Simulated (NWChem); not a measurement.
System: C2H5O, doublet; SMILES C([O])C

Parts of the log:

```
             Northwest Computational Chemistry Package (NWChem) 7.3.0
             --------------------------------------------------------

 C1  symmetry detected

                             Geometry "geometry" -> ""
                             -------------------------

 Output coordinates in angstroms (scale by  1.889725989 to convert to a.u.)

  No.       Tag          Charge          X              Y              Z
 ---- ---------------- ---------- -------------- -------------- --------------
    1 C                    6.0000     0.23918570    -1.17469061    -0.00007332
    2 C                    6.0000    -0.47618604     0.16489312    -0.00021858
    3 O                    8.0000     0.31164444     1.26233508    -0.00022523
    4 H                    1.0000    -0.47822937    -2.00988828     0.00239944
    5 H                    1.0000     0.87748050    -1.27040949    -0.89127287
    6 H                    1.0000     0.88162590    -1.26811580     0.88836321
    7 H                    1.0000    -1.17324592     0.25521746     0.86826060
    8 H                    1.0000    -1.17878461     0.25330045    -0.86419719

 Effective nuclear repulsion energy (a.u.)      74.3552687654

  pbe96 is a nonlocal functional; adding pw91lda local functional.

                                 NWChem DFT Module
                                 -----------------

 Summary of "ao basis" -> "ao basis" (spherical)
 ------------------------------------------------------------------------------
       Tag                 Description            Shells   Functions and Types
 ---------------- ------------------------------  ------  ---------------------
 C                          def2-svp                 6       14   3s2p1d
 O                          def2-svp                 6       14   3s2p1d
 H                          def2-svp                 3        5   2s1p

            General Information
            -------------------
          SCF calculation type: DFT
          Wavefunction type:  spin polarized.
          No. of atoms     :     8
          No. of electrons :    25
           Alpha electrons :    13
            Beta electrons :    12
          Charge           :     0
          Spin multiplicity:     2
          Use of symmetry is: off; symmetry adaption is: off
          Maximum number of iterations: 150
          AO basis - number of functions:    67
                     number of shells:    33
          Convergence on energy requested:  1.00D-06
          Convergence on density requested:  1.00D-05
          Convergence on gradient requested:  5.00D-04

              XC Information
              --------------
          PerdewBurkeErnzerhof Exchange Functional  1.000
            Perdew 1991 LDA Correlation Functional  1.000 local
           PerdewBurkeErnz. Correlation Functional  1.000 non-local

             Grid Information
             ----------------
          Grid used for XC integration:  medium
          Radial quadrature: Mura-Knowles
          Angular quadrature: Lebedev.
          Tag              B.-S. Rad. Rad. Pts. Rad. Cut. Ang. Pts.
          ---              ---------- --------- --------- ---------
          C                   0.70       49           8.0       434
          O                   0.60       49          10.0       434
          H                   0.35       45           9.0       434
          Grid pruning is: on
          Number of quadrature shells:   372
          Spatial weights used:  Erf1

      Superposition of Atomic Density Guess
      -------------------------------------

 Sum of atomic energies:        -152.43716997

      Non-variational initial energy
      ------------------------------

 Total energy =    -153.853760
 1-e energy   =    -353.284651
 2-e energy   =     125.075623
 HOMO         =      -0.311067
 LUMO         =       0.118575

     ---------------------------------------------
      Total Density - Mulliken Population Analysis
     ---------------------------------------------

    Atom       Charge   Shell Charges
 -----------   ------   -------------------------------------------------------
    1 C    6     6.30   1.99  0.97  0.20  2.06  1.06  0.02
    2 C    6     5.71   1.99  0.93  0.20  1.74  0.78  0.06
    3 O    8     8.72   1.99  1.14  0.75  2.92  1.91  0.01
    4 H    1     0.90   0.67  0.21  0.02
    5 H    1     0.87   0.65  0.20  0.02
    6 H    1     0.87   0.65  0.20  0.02
    7 H    1     0.81   0.60  0.19  0.02
    8 H    1     0.81   0.60  0.19  0.02

     --------------------------------------------
      Spin Density - Mulliken Population Analysis
     --------------------------------------------

    Atom       Charge   Shell Charges
 -----------   ------   -------------------------------------------------------
    1 C    6     0.02   0.00  0.00 -0.00  0.02 -0.00  0.00
    2 C    6     0.16   0.00  0.00  0.00  0.12  0.03  0.01
    3 O    8     0.46   0.00  0.00 -0.00  0.29  0.17 -0.00
    4 H    1     0.00   0.00  0.00  0.00
    5 H    1     0.03   0.02  0.01  0.00
    6 H    1     0.03   0.02  0.01  0.00
    7 H    1     0.16   0.12  0.04  0.00
    8 H    1     0.15   0.11  0.04  0.00

   convergence    iter        energy       DeltaE   RMS-Dens  Diis-err
 ---------------- ----- ----------------- --------- --------- ---------
 d= 0,ls=0.0,diis     1   -153.9515976395 -2.28D+02  2.37D-02  1.50D-01
                                                     2.42D-02  1.92D-01
 d= 0,ls=0.5,diis     2   -153.6504913765  3.01D-01  8.66D-03  1.03D+00
                                                     8.28D-03  7.85D-01
 d= 0,ls=0.5,diis     3   -153.9501543407 -3.00D-01  5.98D-03  2.27D-01
                                                     5.50D-03  1.74D-01
 d= 0,ls=0.5,diis     4   -154.0320433284 -8.19D-02  3.13D-03  4.40D-02
                                                     2.86D-03  3.61D-02
 d= 0,ls=0.5,diis     5   -154.0510830926 -1.90D-02  1.68D-03  7.94D-03
                                                     1.57D-03  7.45D-03
  Resetting Diis
 d= 0,ls=0.5,diis     6   -154.0555458821 -4.46D-03  9.09D-04  1.81D-03
                                                     8.71D-04  2.03D-03
 d= 0,ls=0.5,diis     7   -154.0569002367 -1.35D-03  7.30D-04  5.07D-04
                                                     7.45D-04  6.96D-04
 d= 0,ls=0.5,diis     8   -154.0573750125 -4.75D-04  3.21D-04  5.35D-04
                                                     3.33D-04  4.33D-04
 d= 0,ls=0.5,diis     9   -154.0576090213 -2.34D-04  1.63D-04  1.53D-04
                                                     1.66D-04  1.18D-04
 d= 0,ls=0.5,diis    10   -154.0576966797 -8.77D-05  9.84D-05  1.95D-05
                                                     1.08D-04  2.18D-05
 d= 0,ls=0.5,diis    11   -154.0577229920 -2.63D-05  5.99D-05  2.08D-06
                                                     6.90D-05  7.66D-06
 d= 0,ls=0.5,diis    12   -154.0577334992 -1.05D-05  3.70D-05  1.09D-06
                                                     4.73D-05  5.34D-06
 d= 0,ls=0.5,diis    13   -154.0577391209 -5.62D-06  2.33D-05  9.57D-07
                                                     3.24D-05  3.47D-06
 d= 0,ls=0.5,diis    14   -154.0577422003 -3.08D-06  1.47D-05  8.88D-07
                                                     2.26D-05  2.29D-06
 d= 0,ls=0.5,diis    15   -154.0577439675 -1.77D-06  9.31D-06  7.31D-07
                                                     1.62D-05  1.50D-06
 d= 0,ls=0.5,diis    16   -154.0577450148 -1.05D-06  5.79D-06  5.11D-07
                                                     1.15D-05  9.51D-07
 d= 0,ls=0.5,diis    17   -154.0577456319 -6.17D-07  3.74D-06  3.36D-07
                                                     8.40D-06  5.93D-07

         Total DFT energy =     -154.057746005480
      One electron energy =     -355.946928853189
           Coulomb energy =      148.564291530466
    Exchange-Corr. energy =      -21.030377448124
 Nuclear repulsion energy =       74.355268765367

 Numeric. integr. density =       25.000000138651

                    DFT Final Alpha Molecular Orbital Analysis
                    ------------------------------------------

 Vector   11  Occ=1.000000D+00  E=-3.351074D-01
              MO Center=  7.0D-02, -6.6D-01,  2.6D-03, r^2= 2.7D+00
   Bfn.  Coefficient  Atom+Function         Bfn.  Coefficient  Atom+Function
  ----- ------------  ---------------      ----- ------------  ---------------
     4      0.330505  1 C  px                43     -0.309376  4 H  s
    33      0.270815  3 O  py                18     -0.188807  2 C  px
    53      0.166991  6 H  s                 48      0.162174  5 H  s
    36      0.161145  3 O  py                 5      0.151150  1 C  py
    44     -0.148654  4 H  s                 32      0.140352  3 O  px

 Vector   12  Occ=1.000000D+00  E=-2.589309D-01
              MO Center= -1.6D-01,  7.2D-01,  3.3D-03, r^2= 1.8D+00
   Bfn.  Coefficient  Atom+Function         Bfn.  Coefficient  Atom+Function
  ----- ------------  ---------------      ----- ------------  ---------------
    34      0.542733  3 O  pz                37      0.375711  3 O  pz
    58     -0.270888  7 H  s                 63      0.266538  8 H  s
    20     -0.238297  2 C  pz                59     -0.185961  7 H  s
    64      0.183452  8 H  s                 49     -0.109156  5 H  s
    54      0.107816  6 H  s                 48     -0.098888  5 H  s

 Vector   13  Occ=1.000000D+00  E=-2.200817D-01
              MO Center=  1.5D-01,  8.4D-01, -2.5D-03, r^2= 1.6D+00
   Bfn.  Coefficient  Atom+Function         Bfn.  Coefficient  Atom+Function
  ----- ------------  ---------------      ----- ------------  ---------------
    32      0.490796  3 O  px                33     -0.347191  3 O  py
    35      0.344764  3 O  px                 3     -0.277794  1 C  s
    36     -0.263662  3 O  py                 5     -0.209310  1 C  py
    63      0.128385  8 H  s                 58      0.121950  7 H  s
     7      0.120446  1 C  px                44      0.120753  4 H  s

 Vector   14  Occ=0.000000D+00  E= 3.870501D-02
              MO Center= -7.9D-01, -5.6D-01,  1.0D-02, r^2= 5.1D+00
   Bfn.  Coefficient  Atom+Function         Bfn.  Coefficient  Atom+Function
  ----- ------------  ---------------      ----- ------------  ---------------
    17      1.461856  2 C  s                  3      1.346308  1 C  s
    59     -1.079054  7 H  s                 64     -1.066101  8 H  s
    44     -0.874163  4 H  s                 21     -0.646452  2 C  px
    49     -0.596648  5 H  s                 54     -0.599249  6 H  s
     8     -0.385119  1 C  py                18     -0.228923  2 C  px

 Vector   15  Occ=0.000000D+00  E= 7.601727D-02
              MO Center=  1.7D-01, -8.5D-01,  6.8D-04, r^2= 5.9D+00
   Bfn.  Coefficient  Atom+Function         Bfn.  Coefficient  Atom+Function
  ----- ------------  ---------------      ----- ------------  ---------------
     3      2.664711  1 C  s                 17     -1.720029  2 C  s
    49     -1.262385  5 H  s                 54     -1.140181  6 H  s
    59      0.964400  7 H  s                 64      0.767667  8 H  s
    44     -0.602005  4 H  s                 22      0.446266  2 C  py
    21      0.282642  2 C  px                 2      0.190421  1 C  s

 Vector   16  Occ=0.000000D+00  E= 7.740728D-02
              MO Center= -5.8D-01, -1.9D-01, -7.6D-03, r^2= 4.9D+00
   Bfn.  Coefficient  Atom+Function         Bfn.  Coefficient  Atom+Function
  ----- ------------  ---------------      ----- ------------  ---------------
    64      1.317448  8 H  s                 59     -1.170294  7 H  s
    23      0.880196  2 C  pz                54     -0.875590  6 H  s
    49      0.689819  5 H  s                  9      0.465627  1 C  pz
    20      0.381847  2 C  pz                 3      0.205041  1 C  s
     6      0.205369  1 C  pz                17     -0.145636  2 C  s

                     DFT Final Beta Molecular Orbital Analysis
                     -----------------------------------------

 Vector   10  Occ=1.000000D+00  E=-3.278039D-01
              MO Center=  7.5D-02, -2.6D-01,  2.4D-03, r^2= 2.9D+00
   Bfn.  Coefficient  Atom+Function         Bfn.  Coefficient  Atom+Function
  ----- ------------  ---------------      ----- ------------  ---------------
    33      0.317235  3 O  py                43     -0.283267  4 H  s
     4      0.276073  1 C  px                18     -0.216054  2 C  px
    36      0.190606  3 O  py                32      0.184211  3 O  px
     5      0.153216  1 C  py                53      0.143145  6 H  s
    19     -0.140280  2 C  py                44     -0.138645  4 H  s

 Vector   11  Occ=1.000000D+00  E=-3.259010D-01
              MO Center=  2.3D-01, -7.2D-01, -2.1D-03, r^2= 2.2D+00
   Bfn.  Coefficient  Atom+Function         Bfn.  Coefficient  Atom+Function
  ----- ------------  ---------------      ----- ------------  ---------------
     6      0.375578  1 C  pz                48     -0.283922  5 H  s
    53      0.280360  6 H  s                 20     -0.224313  2 C  pz
     9      0.168117  1 C  pz                58     -0.167897  7 H  s
    63      0.164961  8 H  s                 34     -0.160630  3 O  pz
    49     -0.126251  5 H  s                 54      0.124309  6 H  s

 Vector   12  Occ=1.000000D+00  E=-2.023828D-01
              MO Center=  1.6D-01,  8.8D-01, -2.1D-03, r^2= 1.5D+00
   Bfn.  Coefficient  Atom+Function         Bfn.  Coefficient  Atom+Function
  ----- ------------  ---------------      ----- ------------  ---------------
    32      0.492492  3 O  px                35      0.353851  3 O  px
    33     -0.343910  3 O  py                 3     -0.304429  1 C  s
    36     -0.267753  3 O  py                 5     -0.200467  1 C  py
    44      0.131333  4 H  s                  7      0.128351  1 C  px
    63      0.122361  8 H  s                  2     -0.117724  1 C  s

 Vector   13  Occ=0.000000D+00  E=-1.762786D-01
              MO Center=  2.4D-02,  1.0D+00,  2.2D-03, r^2= 1.4D+00
   Bfn.  Coefficient  Atom+Function         Bfn.  Coefficient  Atom+Function
  ----- ------------  ---------------      ----- ------------  ---------------
    34      0.586665  3 O  pz                37      0.457989  3 O  pz
    58     -0.223488  7 H  s                 63      0.220181  8 H  s
    59     -0.213864  7 H  s                 64      0.211741  8 H  s
    20     -0.139275  2 C  pz                49     -0.114811  5 H  s
    54      0.113449  6 H  s                  9     -0.104048  1 C  pz

[...]

                         DFT ENERGY GRADIENTS

    atom               coordinates                        gradient
                 x          y          z           x          y          z
   1 C       0.451995  -2.219843  -0.000139    0.001814   0.001723  -0.000068
   2 C      -0.899861   0.311603  -0.000413   -0.011716  -0.003597   0.000194
   3 O       0.588923   2.385467  -0.000426   -0.000531  -0.002975  -0.000065
   4 H      -0.903722  -3.798138   0.004534    0.003256   0.004713  -0.000010
   5 H       1.658198  -2.400726  -1.684262   -0.003097   0.000302   0.004138
   6 H       1.666031  -2.396391   1.678763   -0.003131   0.000312  -0.004121
   7 H      -2.217113   0.482291   1.640775    0.006659  -0.000262  -0.005000
   8 H      -2.227580   0.478668  -1.633096    0.006746  -0.000216   0.004933
```

Level: PBE/def2-SVP, spin-unrestricted. All runs use the structure optimised with PBE0/def2-SVP, spin-unrestricted. No stability test was run on the SCF state.

**Question.** Write an input that gives this output.

**Answer.** This is not unique; one that fits is the input that was run:
```
start job
memory heap 200 mb stack 900 mb global 1100 mb
geometry units angstroms noautoz
  C      0.226659    -1.177185     0.000544
  C     -0.477092     0.168540     0.000296
  O      0.320207     1.259122    -0.000663
  H     -0.497956    -2.006141     0.003816
  H      0.863535    -1.278789    -0.891019
  H      0.868831    -1.275804     0.888613
  H     -1.172792     0.265249     0.869178
  H     -1.179448     0.262672    -0.863275
end
basis spherical
  * library def2-svp
end
dft
  odft
  mult 2
  xc xpbe96 cpbe96
  iterations 150
  mulliken
end
task dft gradient
```
